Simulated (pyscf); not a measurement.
Elementary routes open to CH₄ (SMILES C) + HS–ZnH (SMILES [SH][ZnH]) in the gas phase (singlet surface):
A. H₃C–ZnH (SMILES [CH3][ZnH]) + H₂S (SMILES S) (C–H, S–Zn broken; C–Zn, H–S formed)
B. H₃C–Zn–SH (SMILES [CH3][Zn][SH]) + H₂ (SMILES [H][H]) (C–H, H–Zn broken; C–Zn, H–H formed)

PySCF, gas phase, ωB97X-D3(BJ)/def2-SVP geometries.

Q: Rank the routes by free-energy barrier at 298 K, lowest first, for ωB97M-D3(BJ)/def2-TZVP energies (ideal gas, 1 atm, RRHO with modes under 100 cm⁻¹ raised to 100, one conformer, R ln 2 for chiral ones without a mode under 150 cm⁻¹).

A: A (226.3 kJ/mol), B (250.6 kJ/mol)

Route A is the fastest of these, ahead of the next by 24.3 kJ/mol. The most stable products are those of B (ΔG = +34.4 kJ/mol), whose barrier is 24.3 kJ/mol higher: the kinetic and the thermodynamic product differ. At 1200 K A is still the fastest. A: On the product side the descent ends in a complex, 25.2 kJ/mol under the separated species and 95.4 kJ/mol under the saddle at ωB97X-D3(BJ)/def2-TZVP. Only these routes are compared; each barrier is that of the saddle found, and lower ones may exist. Elements up to Kr have no core potential and no relativistic terms here.
